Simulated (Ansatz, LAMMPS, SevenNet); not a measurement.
**How well does each level of theory give the zone-centre TO phonon frequency of rock-salt MgO?**

Reference value: 396 cm⁻¹ (measured, temperature not stated, not corrected to a static lattice; as tabulated in He et al. (2014), arXiv:1309.4805).

```json
[
 {"level (code)": "ionic model lewis1985c (shell model, LAMMPS)", "value (cm⁻¹)": "409", "cell (Å³/atom)": "9.25", "difference (%)": "+3.3"},
 {"level (code)": "SevenNet-l3i5", "value (cm⁻¹)": "331", "cell (Å³/atom)": "9.63", "difference (%)": "-16.4"},
 {"level (code)": "PBE (Ansatz)", "value (cm⁻¹)": "365", "cell (Å³/atom)": "9.62", "difference (%)": "-7.8"},
 {"level (code)": "r²SCAN (Ansatz)", "value (cm⁻¹)": "398", "cell (Å³/atom)": "9.29", "difference (%)": "+0.5"},
 {"level (code)": "r²SCAN0 (Ansatz)", "value (cm⁻¹)": "413", "cell (Å³/atom)": "9.10", "difference (%)": "+4.3"}
]
```

Once the reference is moved by up to 3.0 % (a margin picked here for doubts on the reference and the settings, and for temperature and zero-point motion) and values within 0.7 % count as equal, the nearest can be r²SCAN (+0.5 %) or ionic model lewis1985c (+3.3 %). Farthest off among them: SevenNet-l3i5 (-16.4 %).

The reference isn't brought to a static lattice, while the calculations are for one, so the differences are not the levels' errors alone.  Each level is taken at its own relaxed cell. Cutoffs and k meshes differ between the levels. Ansatz's density-functional and Hartree–Fock values are scalar-relativistic unless marked +SOC, with PAW data made under PBE.

Empirical potentials (ionic model lewis1985c) are fitted to chosen data: where that held the value shown, agreement is built in, and what lay outside the fit can be far off. Machine-learned potentials (SevenNet-l3i5) are trained on DFT data: a solid inside that data is no test of them.

Differences are worked out from the printed values.

Ansatz is an electronic-structure program.
